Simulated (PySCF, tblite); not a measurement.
## 2 × hydrogen chloride

A gas-phase complex of 2 × hydrogen chloride; neutral, singlet. The structure comes from a short search (6 tight-binding starts) and was relaxed by PBE0-D3(BJ)/def2-TZVPD; another way of binding may lie lower. Frequencies by PBE0-D3(BJ)/def2-TZVPD show no clear imaginary mode.

```csv
part,name,SMILES,atoms,charge,multiplicity
1,hydrogen chloride,Cl,1–2,0,1
2,hydrogen chloride,Cl,3–4,0,1
```

```tsv
atom	part	x (Å)	y (Å)	z (Å)
Cl1	1	0.210	0.517	0.084
H2	1	0.075	-0.757	0.199
Cl3	2	-0.260	-3.033	1.068
H4	2	-0.372	-2.503	2.229
```

```
 contact  kind (by geometry)  distance (Å)  angle (°)
H2···Cl3       hydrogen bond         2.459        164
```

Interaction energies are complex less parts, with the parts frozen as they stand in it; counterpoise-corrected, in kcal/mol (PySCF). The CCSD(T) estimate is Hartree-Fock/aug-cc-pVQZ, plus the MP2 correlation part extrapolated as X⁻³ from aug-cc-pVTZ and aug-cc-pVQZ, plus CCSD(T) less MP2 in aug-cc-pVDZ; noble-gas cores are frozen. It isn't the exact limit.

Question: How strongly do the parts interact, level by level?

Answer: 
```json
{"level": "Hartree-Fock/aug-cc-pVQZ", "interaction": "0.03", "superposition error removed": "-"}
{"level": "MP2/aug-cc-pVQZ", "interaction": "-2.17", "superposition error removed": "-0.24"}
{"level": "CCSD(T), estimated basis limit", "interaction": "-1.93", "superposition error removed": "-"}
```

Question: What holds them together? Decompose the MP2/aug-cc-pVQZ energy: frozen parts, their antisymmetrised product, then relaxation.

Answer: electrostatic -3.0, Pauli repulsion +4.6, orbital relaxation -1.7, correlation -2.4 kcal/mol, which sum to the value before the counterpoise correction, the first three by Hartree-Fock. Of the attraction, 42 % is electrostatic, 34 % is correlation, 23 % is orbital relaxation.

The parts were also relaxed and run alone, at the levels used for the complex: shieldings by PBE0/pcSseg-3; core levels by delta-SCF with SCAN, pcX-2 on the ionised atom and pcseg-1 elsewhere, spin-free X2C (2p3/2 is the spin-free 2p value less a third of a first-order spin-orbit splitting).

Question: What does binding change?

Answer: 
| property | alone | in the complex | change |
| --- | --- | --- | --- |
| Cl1–H2 bond (Å) | 1.279 | 1.286 | +0.007 |
| shielding of H2 (ppm) | 30.76 | 28.81 | -1.95 |
| shielding of Cl3 (ppm) | 946.3 | 920.1 | -26.2 |
| shielding of Cl1 (ppm) | 946.3 | 930.9 | -15.4 |
| Cl1 2p3/2 core level (eV) | 207.39 | 206.86 | -0.53 |
| Cl3 2p3/2 core level (eV) | 207.39 | 207.94 | +0.55 |
